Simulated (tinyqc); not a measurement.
Worked calculation: Hueckel theory of the pi electrons with the omega technique, for the molecule C=CC=C[CH2+] (SMILES; centres numbered as the heavy atoms are written). Computed by tinyqc, a small Python program that keeps every step. Settings: charge = 1, omega = 1.0, damping = 0.3. Command: `OMP_NUM_THREADS=1 python tinyqc.py 20969 20970 out.jsonl` (the two numbers bound the seeds that draw the settings). One thread of a shared host (Intel(R) Xeon(R) Processor @ 2.60GHz), about 0.01 s of CPU time with the checks.

## The Hueckel matrix

Centres:
```
centre  z_r, pi electrons of the neutral centre        h
1C                                            1  0.00000
2C                                            1  0.00000
3C                                            1  0.00000
4C                                            1  0.00000
5C                                            1  0.00000
```

Bonds:
```
i  j  k
1  2  1
2  3  1
3  4  1
4  5  1
```

H_rr = alpha + h_r beta, H_rs = k_rs beta for bonded centres.

Hueckel matrix in units of beta (H = alpha + beta A), lower triangle:
```
         1C       2C       3C       4C       5C
1C  0.00000
2C  1.00000  0.00000
3C  0.00000  1.00000  0.00000
4C  0.00000  0.00000  1.00000  0.00000
5C  0.00000  0.00000  0.00000  1.00000  0.00000
```

## Orbitals, round 1

pi electrons, sum of z_r less the charge = 4

Diagonalise; E = alpha + x beta with beta < 0, so the largest x are filled first; degenerate levels share their electrons. P = sum n_i c_ri c_si; each orbital has its largest coefficient positive (the first on a tie).

x values: 1.73205  1.00000  0.00000  -1.00000  -1.73205

occupations: 2.00000  2.00000  0.00000  0.00000  0.00000

coefficients:
```
        MO1       MO2       MO3       MO4       MO5
1C  0.28868   0.50000   0.57735   0.50000   0.28868
2C  0.50000   0.50000   0.00000  -0.50000  -0.50000
3C  0.57735   0.00000  -0.57735   0.00000   0.57735
4C  0.50000  -0.50000   0.00000   0.50000  -0.50000
5C  0.28868  -0.50000   0.57735  -0.50000   0.28868
```

charge and bond-order matrix P, lower triangle:
```
          1C        2C       3C       4C       5C
1C   0.66667
2C   0.78868   1.00000
3C   0.33333   0.57735  0.66667
4C  -0.21132   0.00000  0.57735  1.00000
5C  -0.33333  -0.21132  0.33333  0.78868  0.66667
```

## Omega technique, round 1

h_r = h_r(0) + omega q_r, omega = 1, with q_r = z_r - P_rr; 0.3 of the old diagonal is kept.

matrix after round 1, lower triangle:
```
         1C       2C       3C       4C       5C
1C  0.23333
2C  1.00000  0.00000
3C  0.00000  1.00000  0.23333
4C  0.00000  0.00000  1.00000  0.00000
5C  0.00000  0.00000  0.00000  1.00000  0.23333
```

## Orbitals, round 2

As before.

x values: 1.85264  1.12345  0.23333  -0.89012  -1.61931

occupations: 2.00000  2.00000  0.00000  0.00000  0.00000

coefficients:
```
        MO1       MO2       MO3       MO4       MO5
1C  0.29822   0.52818   0.57735  -0.47014   0.27881
2C  0.48291   0.47014   0.00000   0.52818  -0.51653
3C  0.59644   0.00000  -0.57735   0.00000   0.55761
4C  0.48291  -0.47014   0.00000  -0.52818  -0.51653
5C  0.29822  -0.52818   0.57735   0.47014   0.27881
```

charge and bond-order matrix P, lower triangle:
```
          1C        2C       3C       4C       5C
1C   0.73581
2C   0.78465   0.90846
3C   0.35574   0.57604  0.71147
4C  -0.20861   0.02434  0.57604  0.90846
5C  -0.38007  -0.20861  0.35574  0.78465  0.73581
```

## Omega technique, round 2

As before.

matrix after round 2, lower triangle:
```
         1C       2C       3C       4C       5C
1C  0.25493
2C  1.00000  0.06408
3C  0.00000  1.00000  0.27197
4C  0.00000  0.00000  1.00000  0.06408
5C  0.00000  0.00000  0.00000  1.00000  0.25493
```

## Convergence

Each round sets h_r = h_r(0) + omega (z_r - P_rr), keeping the share named as damping of the old diagonal; repeat until output and input diagonals agree to 1e-6.

Rounds:
```
round  sum n x  largest |h(out) - h(in)|
1      5.46410                  3.33e-01
2      5.95218                  9.15e-02
3      6.12851                  2.36e-02
4      6.17740                  6.38e-03
5      6.19279                  1.81e-03
6      6.19728                  5.19e-04
7      6.19865                  1.52e-04
8      6.19905                  4.49e-05
9      6.19918                  1.33e-05
10     6.19921                  3.97e-06
11     6.19922                  1.19e-06
12     6.19923                  3.56e-07
```

Converged in 12 rounds.

## Energy, charges, bond orders

final x values: 1.91720  1.18241  0.28076  -0.82730  -1.55307

occupations: 2.00000  2.00000  0.00000  0.00000  0.00000

final P, lower triangle:
```
          1C        2C       3C       4C       5C
1C   0.72375
2C   0.78416   0.92114
3C   0.35218   0.57791  0.71022
4C  -0.21101   0.01936  0.57791  0.92114
5C  -0.37447  -0.21101  0.35218  0.78416  0.72375
```

E = sum n x; q_r = z_r - P_rr; bond order p = P_rs; free valence = sqrt(3) - sum of p over the bonds of the atom.

pi energy = 4 alpha + this times beta = 6.19923

pi charges: 1C 0.27625, 2C 0.07886, 3C 0.28978, 4C 0.07886, 5C 0.27625

Bond orders and lengths from R = 1.517 - 0.180 p (angstrom, C-C alone):
```
bond        p        R
1-2   0.78416  1.37585
2-3   0.57791  1.41298
3-4   0.57791  1.41298
4-5   0.78416  1.37585
```

free valence of the carbons: 1C 0.94790, 2C 0.36998, 3C 0.57623, 4C 0.36998, 5C 0.94790

gap between the highest filled and the next level = 0.90165 |beta|
